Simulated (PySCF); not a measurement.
# How far are cheaper levels from CCSD(T)/CBS for SiP⁻?

PySCF; the state is a singlet (closed shell). The composite is CCSD(T) extrapolated to the basis-set limit from two correlation-consistent sets, with core-valence (CV) and scalar-relativistic (SR) terms as its label shows; it has no spin–orbit coupling and nothing beyond (T). Here it is CCSD(T)/CBS(DT)+CV+SR. It gives Re = 2.019 Å, ωe = 668 cm⁻¹ and De = 5.23 eV to Si⁻ + P.

| level | basis | relativity | Re (Å) | ωe (cm⁻¹) | De (eV) |
| --- | --- | --- | --- | --- | --- |
| RHF-CCSD | aug-cc-pVDZ-DK | spin-free X2C | 2.043 | 673 | 4.13 |
| PBE | aug-pcseg-1 | no relativity | 2.037 | 656 | 5.33 |
| PBE | def2-TZVPPD | no relativity | 2.022 | 670 | 5.61 |
| PBEsol | def2-TZVPPD | no relativity | 2.015 | 677 | 5.88 |
| r²SCAN | aug-cc-pVDZ-DK | spin-free X2C | 2.029 | 679 | 4.95 |
| r²SCAN | aug-pcseg-1 | no relativity | 2.020 | 685 | 5.08 |
| r²SCAN | def2-TZVPPD | no relativity | 2.007 | 696 | 5.30 |
| PBE0 | aug-pcseg-1 | no relativity | 2.012 | 698 | 5.03 |
| PBE0 | aug-cc-pV(D+d)Z | no relativity | 2.011 | 700 | 5.04 |
| HSE06 | aug-cc-pVDZ-DK | spin-free X2C | 2.023 | 688 | 4.92 |

**Question.** Give the difference of each row from the composite.

**Answer.** 

```
   level            basis  ΔRe (pm)  Δωe (%)  ΔDe (eV)
RHF-CCSD   aug-cc-pVDZ-DK      +2.4     +0.7     -1.10
     PBE      aug-pcseg-1      +1.8     -1.8     +0.10
     PBE      def2-TZVPPD      +0.3     +0.3     +0.38
  PBEsol      def2-TZVPPD      -0.4     +1.3     +0.65
  r²SCAN   aug-cc-pVDZ-DK      +1.0     +1.6     -0.28
  r²SCAN      aug-pcseg-1      +0.1     +2.5     -0.15
  r²SCAN      def2-TZVPPD      -1.2     +4.2     +0.07
    PBE0      aug-pcseg-1      -0.7     +4.5     -0.20
    PBE0  aug-cc-pV(D+d)Z      -0.8     +4.8     -0.19
   HSE06   aug-cc-pVDZ-DK      +0.4     +3.0     -0.31
```

**Question.** Which rows come closest in De?

**Answer.** r²SCAN in def2-TZVPPD (+0.07 eV), counted from the composite.

Correlated steps freeze 10 core orbitals. Correlated levels converge slowly with the basis: in double zeta they bind strong bonds too weakly, by up to about 1 eV, and carry superposition errors of some tenths. For an ion De counts to the pair picked by the measured ionisation energies or electron affinities, which need not be the lowest pair at this level. Where the molecule has an RHF reference, its open-shell atoms are computed with UHF. The CCSD T1 diagnostic is raised in SiP⁻, a sign that a single reference may not be enough there.
